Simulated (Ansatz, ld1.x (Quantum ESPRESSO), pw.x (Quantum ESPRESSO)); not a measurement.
From atom to crystal: PAW potential for rubidium

| Property | Result |
| --- | --- |
| Element | rubidium (Rb) |
| Generator | ld1.x (Quantum ESPRESSO) 7.5 |
| Type | PAW |
| Functional | LDA (PW92) |
| Relativity | scalar-relativistic |
| Frozen core | [Ar] 3d10 |
| Valence charge | 9 |
| Reference configuration | 4s2 4p6 4d1 5s0 5p0 |
| Partial waves | 4s (bound): rcut 1.90, rcutus 2.55 bohr; 5s (bound, empty): rcut 1.90, rcutus 2.55 bohr; 4p (bound): rcut 2.45, rcutus 3.05 bohr; 5p (bound, empty): rcut 2.45, rcutus 3.05 bohr; 4d (bound): rcut 3.55, rcutus 4.80 bohr; 4d channel at 3.15 Ry: rcut 3.55, rcutus 4.80 bohr |
| Local potential | all-electron potential smoothed inside 3.95 bohr (lloc = -1) |
| Core correction | none |
| Augmentation charge | BESSEL, radius 1.95 bohr |

Crystal test: fcc Rb in pw.x 7.5, no spin, 9³ k-points, Fermi–Dirac smearing 0.01 Ry, cutoffs 40/320 Ry. The reference is all-electron LAPW (Ansatz 0.2.0) with the same functional, mesh and smearing; V0 and B0 come from Birch–Murnaghan fits to the pressures at five volumes. Errors are pseudo minus all-electron; Δ is the rms difference of the E(V) curves that follow from these fits, minima aligned, over ±6 % about the mean V0. Mesh and smearing are coarse, so the numbers serve the comparison and aren't converged zero-temperature values; the lattice is a test structure that the element need not adopt.

All-electron: a0 = 6.782 Å (V0 = 77.97 Å³/atom), B0 = 3.5 GPa.

Task: How far does the potential miss the all-electron equation of state?

Result: mean pressure error (GPa): +0.19; a0 (Å): 6.891; a0 error (%): +1.61; B0 error (%): +0.9; Δ (meV/atom): 3.0. The largest radius (4.80 bohr) exceeds half the bond length (4.54 bohr), so the spheres overlap, which is one possible source of error among others. This is a poor potential for the solid. Atomic configuration tests: 2 of 9 tests not solved or not reliable.

```tsv
V (Å³/atom)	P all-electron (GPa)	P pseudo (GPa)
74.322	0.18	0.41
76.278	0.08	0.29
78.234	-0.01	0.17
80.190	-0.09	0.07
82.146	-0.16	-0.01
```

Task: At the middle volume, how do free energy and pressure move when the wave cutoff is lowered (ecutrho held at 320 Ry)?

Result:

```csv
cutoff (Ry),shift of F (meV/atom),shift of P (GPa)
18,+4.5,-0.00
24,+1.2,-0.01
32,+0.3,-0.00
```

Input at the middle volume:

```
&control
  calculation='scf', prefix='x', pseudo_dir='./', outdir='./tmp', tstress=.true., disk_io='none'
/
&system
  ibrav=0, nat=1, ntyp=1, ecutwfc=40, ecutrho=320, nbnd=12,
  occupations='smearing', smearing='fd', degauss=0.01
/
&electrons
  conv_thr=1e-09, mixing_beta=0.4, electron_maxstep=70
/
ATOMIC_SPECIES
Rb 1.0 Rb.UPF
CELL_PARAMETERS angstrom
  0.00000000 3.39459927 3.39459927
  3.39459927 0.00000000 3.39459927
  3.39459927 3.39459927 0.00000000
ATOMIC_POSITIONS crystal
Rb 0.0000 0.0000 0.0000
K_POINTS automatic
9 9 9 0 0 0
```

```bash
pw.x < Rb.scf.in > Rb.scf.out
```

Lines of the output:

```
Message from routine setup:
     using ibrav=0 with symmetry is DISCOURAGED, use correct ibrav instead
     lattice parameter (alat)  =       9.0720  a.u.
     unit-cell volume          =     527.9492 (a.u.)^3
     number of electrons       =         9.00
     number of Kohn-Sham states=           12
     kinetic-energy cutoff     =      40.0000  Ry
     charge density cutoff     =     320.0000  Ry
     scf convergence threshold =      1.0E-09
     Exchange-correlation= SLA  PW   NOGX NOGC
     number of k points=    35  Fermi-Dirac smearing, width (Ry)=  0.0100
     iteration #  1     ecut=    40.00 Ry     beta= 0.40
     total energy              =    -232.70729504 Ry
     estimated scf accuracy    <       0.06331736 Ry
     iteration #  2     ecut=    40.00 Ry     beta= 0.40
     total energy              =    -232.69930032 Ry
     estimated scf accuracy    <       0.01450963 Ry
     iteration #  3     ecut=    40.00 Ry     beta= 0.40
     total energy              =    -232.70186098 Ry
     estimated scf accuracy    <       0.00020787 Ry
     iteration #  4     ecut=    40.00 Ry     beta= 0.40
     c_bands:  1 eigenvalues not converged
     total energy              =    -232.70224789 Ry
     estimated scf accuracy    <       0.00023827 Ry
     iteration #  5     ecut=    40.00 Ry     beta= 0.40
     total energy              =    -232.70217440 Ry
     estimated scf accuracy    <       0.00034649 Ry
     iteration #  6     ecut=    40.00 Ry     beta= 0.40
     total energy              =    -232.70226332 Ry
     estimated scf accuracy    <       0.00005052 Ry
     iteration #  7     ecut=    40.00 Ry     beta= 0.40
     total energy              =    -232.70223704 Ry
     estimated scf accuracy    <       0.00016208 Ry
     iteration #  8     ecut=    40.00 Ry     beta= 0.40
     total energy              =    -232.70218198 Ry
     estimated scf accuracy    <       0.00005223 Ry
     iteration #  9     ecut=    40.00 Ry     beta= 0.40
     total energy              =    -232.70219834 Ry
     estimated scf accuracy    <       0.00006889 Ry
     iteration # 10     ecut=    40.00 Ry     beta= 0.40
     total energy              =    -232.70219884 Ry
     estimated scf accuracy    <       0.00002070 Ry
     iteration # 11     ecut=    40.00 Ry     beta= 0.40
     total energy              =    -232.70219929 Ry
     estimated scf accuracy    <       0.00001734 Ry
     iteration # 12     ecut=    40.00 Ry     beta= 0.40
     total energy              =    -232.70220432 Ry
     estimated scf accuracy    <       0.00000873 Ry
     iteration # 13     ecut=    40.00 Ry     beta= 0.40
     total energy              =    -232.70219588 Ry
     estimated scf accuracy    <       0.00002319 Ry
     iteration # 14     ecut=    40.00 Ry     beta= 0.40
     total energy              =    -232.70219844 Ry
     estimated scf accuracy    <       0.00000045 Ry
     iteration # 15     ecut=    40.00 Ry     beta= 0.40
     total energy              =    -232.70219819 Ry
     estimated scf accuracy    <       0.00000039 Ry
     iteration # 16     ecut=    40.00 Ry     beta= 0.40
     total energy              =    -232.70219831 Ry
     estimated scf accuracy    <          6.8E-09 Ry
     iteration # 17     ecut=    40.00 Ry     beta= 0.40
     the Fermi energy is     2.2599 ev
!    total energy              =    -232.70219833 Ry
     estimated scf accuracy    <          3.6E-10 Ry
     smearing contrib. (-TS)   =      -0.00365832 Ry
     The total energy is F=E-TS. E is the sum of the following terms:
     one-electron contribution =     -22.82650127 Ry
     hartree contribution      =      15.84084911 Ry
     xc contribution           =      -7.56919119 Ry
     ewald contribution        =     -28.94635727 Ry
     one-center paw contrib.   =    -189.19733939 Ry
     convergence has been achieved in  17 iterations
          total   stress  (Ry/bohr**3)                   (kbar)     P=        1.73
     Message from routine punch:
     Nothing written, as per user request (disk_io='none')
```

The run at the middle volume (35 k-points, 17 iterations) took about 38 s on one core of a shared host (Neoverse-V1, 32 threads, 247 GiB, load 11).
